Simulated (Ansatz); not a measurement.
Species: F, SMILES `[F]` (charge 0, multiplicity 2), formula F.

How many basis functions does frozen-core CCSD(T)/def2-TZVPP run with Ansatz (a program for electronic structure) use, how many core orbitals are frozen, and how many electrons are correlated?

31 basis functions and 1 frozen orbitals, which leaves 7 correlated electrons. Core time is of the order of seconds.
